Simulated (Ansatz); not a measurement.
# Two structures, one formula

Two isomers of CH$_{3}$AlB, doublet, relaxed at PBE0-D4/def2-TZVP (vibrations not checked).

A:

```tsv
atom	x (Å)	y (Å)	z (Å)
B1	-0.5654	-0.6350	-0.3068
C2	0.5818	0.1170	0.1979
Al3	1.3985	-1.5172	0.0065
H4	-1.7032	-0.3668	-0.5501
H5	0.7197	1.1436	0.4962
H6	-0.3163	-1.8713	-0.5525
```

B:

C1  (-0.027, 0.004, 0.058)
B2  (0.579, -0.094, -1.246)
Al3  (-0.771, 0.123, 1.659)
H4  (0.921, -1.162, -1.687)
H5  (0.756, 0.890, -1.918)
H6  (-1.429, 0.229, 3.074)
(Å)

Ansatz 0.2.0; basis: def2-TZVPP; cores frozen in the correlated methods; orbitals are unrestricted. B3LYP uses VWN-RPA correlation.

Q: Which structure is lower at CCSD(T), and by how much? (An estimate is asked for; the value comes from the calculation.)

A: The calculation gives: A, by 166.1 kJ/mol (electronic energy, against the other). By their contacts, A is CH₃AlB ([H]1[BH]2[CH][Al]12) and B is CH₃AlB ([BH2][C][AlH]).

All methods give the same order:

```csv
method,E(B) − E(A) (kJ/mol)
PBE-D4,163.6
r2SCAN-D4,160.4
PBE0-D4,169.7
B3LYP-D4,143.9
wB97M-V,158.4
HF,126.3
MP2,180.9
CCSD,159.1
CCSD(T),166.1
```

The T1 diagnostic stays at or below 0.024. ⟨S²⟩ of the unrestricted Hartree–Fock references: 0.76 to 0.78 (a pure state has 0.75).

Labels in which every atom is bracketed show which atoms are joined, not bond orders.
